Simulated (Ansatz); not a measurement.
`COC(F)(F)Cl` + H₂ → `COC(F)F` + HCl  (hydrogenolysis of a C–Cl bond)

Isolated molecules relaxed with PBE0-D4/def2-TZVP in Ansatz; ΔE leaves out vibrations. CCSD(T)/CBS is the MP2 limit (def2-TZVPP, def2-QZVPP) plus CCSD(T) − MP2 in def2-TZVPP, frozen cores. This one scheme is used for every species. Functionals use def2-TZVPP. HSE06 is defined as in plane-wave codes. One conformer a species, not always the lowest.

CCSD(T)/CBS gives -84.9 kJ/mol.

**Question.** Another level gave -81.9 kJ/mol. Which?
A. HSE06-D4/def2-TZVPP
B. PBE0/def2-TZVPP
C. BLYP-D4/def2-TZVPP
D. HF/def2-TZVPP

**Answer.** A. HSE06-D4 -81.9, BLYP-D4 -74.5, PBE0 -86.0, HF/def2-TZVPP -110.8 kJ/mol.

Largest T1 diagnostic among the species: 0.011.

The D4 term adds +8.1 kJ/mol with B3LYP and +4.2 kJ/mol with PBE0; it sums over pairs of atoms, weighted by their polarisabilities, and B3LYP, whose exchange is more repulsive, gets the larger term. In def2-TZVPP, CCSD(T) changes the Hartree–Fock value by +22.9 kJ/mol (the triples alone add +7.1 kJ/mol) and MP2 by +27.4 kJ/mol. From r2SCAN to r2SCAN0 (25 % exact exchange), in def2-TZVPP and without D4, ΔE moves by −8.1 kJ/mol.

CCSD(T)/CBS has its own doubt, a few kJ/mol and more with outer-core shells, so smaller differences from it don't rank the levels.

B3LYP here is the variant with VWN-RPA as its local correlation; programs differ in this.
